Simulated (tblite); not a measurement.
`[CH2][C@]1(C#N)CO1` [radical] (doublet state). The geometry is computed with GFN2-xTB (gas phase). This method treats the open shell by occupation alone, without spin polarisation.

```
atom  x, y, z in Å
C1     1.0473   -0.9023    0.4101
C2     0.1538    0.0521   -0.1894
C3     0.6645    1.3928   -0.3282
N4     1.0786    2.4530   -0.4270
C5    -1.3407   -0.0566   -0.0212
O6    -0.7253   -0.3797   -1.2177
H7     1.9915   -0.5837    0.8038
H8     0.7950   -1.9440    0.3931
H9    -1.9254    0.8576   -0.0070
H10   -1.7303   -0.8846    0.5611
```

(1) Which two atoms are farthest apart?

(2) Work out the bond lengths C1–C2, C1–H7, C2–C3, C2–C5, C2–O6, C5–O6, C5–H9, C5–H10 in bohr.

(3) Give the dihedral angles H9–C5–O6–C2, C1–C2–O6–C5, H10–C5–O6–C2, H7–C1–C2–O6, O6–C2–C5–H9.

(4) What is the repulsion energy of the bare nuclei, Σ ZA·ZB/RAB?

(5) Where is the centre of mass (commonest isotopes), and what is the radius of gyration?

(6) How far are the heavy atoms from their best plane (unweighted least squares)?

(7) Write the matrix of distances between heavy atoms (Å, lower triangle).

Answers

(1) N4···H8 and N4···H10, 4.482 Å down to 4.473 Å.

(2) For C1–C2 the difference vector is (-0.8935, 0.9544, -0.5995) Å, of length 1.4383 Å. 1 bohr = 0.529177 Å. C1–C2 2.718; C1–H7 2.025; C2–C3 2.724; C2–C5 2.849; C2–O6 2.684; C5–O6 2.615; C5–H9 2.051; C5–H10 2.050 bohr.

(3) H9–C5–O6–C2 108° (anticlinal); C1–C2–O6–C5 110° (anticlinal); H10–C5–O6–C2 -108° (anticlinal); H7–C1–C2–O6 151° (antiperiplanar); O6–C2–C5–H9 -105° (anticlinal). Dihedral signs follow IUPAC: positive where, seen along the central bond, the front bond turns clockwise onto the rear one.

(4) 206.08 Eh over 45 pairs, with full nuclear charges and distances in bohr; the largest single term is 19.45 Eh (C3 with N4).

(5) Mass 82.029 u; centre at (0.109, 0.384, -0.308) Å; Rg = √(Σ m r²/M) = 1.608 Å. As Ia + Ib + Ic = 2 Σ m r², the three principal moments sum to 424.1 u·Å².

(6) 0.398 Å rms; C1 0.03, C2 0.01, C3 0.00, N4 0.00, C5 0.66, O6 0.71 Å (magnitudes).

(7) 
```
C1    0.000
C2    1.438  0.000
C3    2.441  1.441  0.000
N4    3.458  2.584  1.142  0.000
C5    2.570  1.508  2.493  3.509  0.000
O6    2.463  1.420  2.422  3.450  1.384  0.000
```

Its GFN2-xTB frequencies are all real (lowest 165 cm⁻¹).

One conformer stands for the species.
